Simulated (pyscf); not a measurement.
**Four-centre exchange: H₂Se + GaH₃ -> H₂Ga–SeH + H₂**

Gas phase, singlet surface, charge 0. Bonds broken: Se1–H2, Ga4–H5. Bonds formed: Se1–Ga4, H2–H5. Optimised with ωB97X-D3(BJ)/def2-SVP in PySCF.

Transition state (Å):

```xyz
7

Se    -0.2889     1.5066     0.0407
H      0.2579     0.1476    -0.8741
H      0.7690     1.2910     1.0331
Ga    -0.9805    -0.9729     0.0109
H      0.2587    -0.9728    -1.1680
H     -0.4629    -1.6376     1.3147
H     -2.3495    -1.0054    -0.7210
```

One imaginary mode, 1200i cm⁻¹; descent along it reached the two sides named, in the forms told below.

```csv
bond,change,reactant side (Å),saddle,product side
Se1–H2,breaks,1.466,1.727,3.4
Ga4–H5,breaks,1.575,1.710,2.7
Se1–Ga4,forms,2.7,2.574,2.314
H2–H5,forms,3.3,1.158,0.762
```

Electronic energies relative to the separated reactants (kcal/mol):

| level | barrier | reaction energy | reverse barrier |
|---|---|---|---|
| ωB97X-D3(BJ)/def2-TZVP | 2.1 | -27.1 | 29.3 |
| PBE/def2-TZVP | -1.7 | -24.4 | 22.6 |
| r²SCAN/def2-TZVP | -1.6 | -25.4 | 23.8 |
| B3LYP-D3(BJ)/def2-TZVP | 3.7 | -23.9 | 27.7 |
| PBE0-D3(BJ)/def2-TZVP | -0.2 | -24.4 | 24.2 |
| M06-2X/def2-TZVP | 2.6 | -27.3 | 29.9 |
| ωB97M-D3(BJ)/def2-TZVP | 6.9 | -22.0 | 28.9 |
| HF/def2-TZVP | 22.6 | -19.8 | 42.4 |

With ωB97M-D3(BJ)/def2-TZVP energies and thermal terms (ideal gas, 1 atm, RRHO with modes under 100 cm⁻¹ raised to 100, one conformer, R ln 2 for chiral ones without a mode under 150 cm⁻¹), in kcal/mol:

```csv
T (K),ΔH‡,ΔG‡,ΔH,ΔG
298,7.0,16.3,-22.1,-20.9
600,7.1,25.7,-21.0,-20.1
900,7.8,34.9,-20.2,-19.9
1200,8.5,43.8,-19.7,-19.9
```

On the reactant side the descent ends in an adduct with a Ga–Se contact, 15.1 kcal/mol under the separated species and 17.2 kcal/mol under the saddle at ωB97X-D3(BJ)/def2-TZVP. At PBE, r²SCAN, PBE0-D3(BJ) the saddle lies under the separated reactants, which points to a path from their complex (located at ωB97X-D3(BJ) alone). What is counted as formed (Ga–Se) is already present as a longer contact in the reactant adduct; forming that adduct is a step of its own. One saddle was located; it need not be the lowest between these sides. Elements up to Kr have no core potential and no relativistic terms here.
